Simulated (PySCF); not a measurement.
**BN+: bond curves at several levels of theory**

The task here is to estimate one member of a computed series from the others.

Computed with PySCF 2.14.0. Level: B cc-pVTZ, N cc-pVTZ, no relativity.

The first run:

Settings of the job:

```yaml
atoms: B, N
charge: 1
basis: B cc-pVTZ, N cc-pVTZ
Hamiltonian: no relativity
basis_functions: 60
electrons_treated: 11
masses_in_u: 11.0093, 14.0031
levels: PBE0, PBE, r²SCAN, B3LYP, M06, MN15, HF, MP2, SCS-MP2, CCSD, CCSD(T)
grid: 80 radial by 434 angular points
occupations: held fixed by the projection of orbital angular momentum
dissociation_limit: B+ + N, each in its ground configuration
starting_distance_in_angstrom: 1.570
values_of_2S_to_try: 1, 3
```

The run is started by

```
$ OMP_NUM_THREADS=1 python dia.py task.json out
```

Steps of the session up to this table: Input; The PBE0 curve of the state that the search chose; Other states along the same grid; PBE (GGA); r²SCAN (meta-GGA); B3LYP (global hybrid GGA); M06 (hybrid meta-GGA); MN15; UHF; Correlated methods on the Hartree–Fock reference.

One of the session's tables, all rows but one given; the rest of the session is left out.

Differences from CCSD(T) in the same basis:

```
      level  Re (mÅ)  ωe (%)
        UHF        ?       ?
    UHF-MP2      -31   +18.2
UHF-SCS-MP2      -24   +12.8
   UHF-CCSD      -11    +2.5
        PBE       -8    +8.8
     r²SCAN      -19   +10.6
      B3LYP      -21   +10.8
       PBE0      -28   +14.5
        M06      -26   +16.5
       MN15      -32   +15.3
```

Estimate the missing values for UHF.

**Answer.** Re (mÅ): -50; ωe (%): +19.6. In the column «Re (mÅ)» it is the lowest.

Hartree–Fock makes the bond too short and too stiff against this reference, as it mostly does.
